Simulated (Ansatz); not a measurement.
```yaml
crystal:
  periodic: [false, false, false]
  atoms:
    - {symbol: P, position_ang: [0.539541, 1.337662, -0.712621]}
    - {symbol: P, position_ang: [-0.053820, -0.782642, -0.475871]}
    - {symbol: S, position_ang: [-1.346453, 0.971815, 0.053080]}
    - {symbol: S, position_ang: [0.860732, -1.526846, 1.135403]}
basis:
  gaussian: {orbitals: cc-pVDZ, fitting: {mean_field: def2-universal-jkfit}, point_charges: [{charge: -1.00, position_ang: [5.422, -0.044, 0.464]}]}
total_charge: -1
magnetization: {spin_polarized: true, initial_magnetization: 1}
hamiltonian: {xc: {name: BLYP}, dispersion: d3bj}
scf: {omitted_lower_state_checks: [starts]}
output: {forces: true}
```

```sh
$ ansatz run in.yaml --threads 4 --pin off --events-out ev --progress --plain --max-ram 3916MiB
```

Shortened log:

```
Functional definition: BLYP
512 factors; integrals over basis functions are off by at most 6.6e-3 eV
mean field evaluation 1: about -40246.6219 eV, gradient 1.3e1 eV
mean field evaluation 2: about -40223.5911 eV, gradient 5.6e1 eV
mean field evaluation 4: about -40247.6763 eV, gradient 4.3e0 eV
mean field evaluation 8: about -40247.8165 eV, gradient 5.2e-2 eV
mean field evaluation 16: about -40247.8157 eV, gradient 3.2e-5 eV
mean field -40247.81565632 eV, -1479.0799444207 hartree, gradient 3.2e-5 eV, S^2 0.752583; 0 other end points of the search recorded, 0 dependent functions left out
reference -40247.81595517 eV, -1479.0799554029 hartree; 32, 31 occupied and 40, 41 virtual orbitals, 512 factors
Total energy: -40248.30113337 eV, -1479.0977853730 hartree
Atom 0 at     0.539541     1.337662    -0.712621 Å, force     1.444558     1.177035    -0.596383 eV/Å
Atom 1 at    -0.053820    -0.782642    -0.475871 Å, force    -0.064237    -1.496829    -1.074533 eV/Å
Atom 2 at    -1.346453     0.971815     0.053080 Å, force    -2.116599     0.813055     0.744351 eV/Å
Atom 3 at     0.860732    -1.526846     1.135403 Å, force     0.315368    -0.543535     0.946118 eV/Å
Dipole moment:     0.108497     0.210838    -0.261414 e Å
Checks for a lower state left out: starts
```

Run time 0.7 s (4 threads of AMD EPYC 7R43 on a shared host).

The highest occupied level of an anion often lies above zero with these methods, and sets without diffuse functions describe the outer electron poorly.

The dipole of an ion depends on the origin.
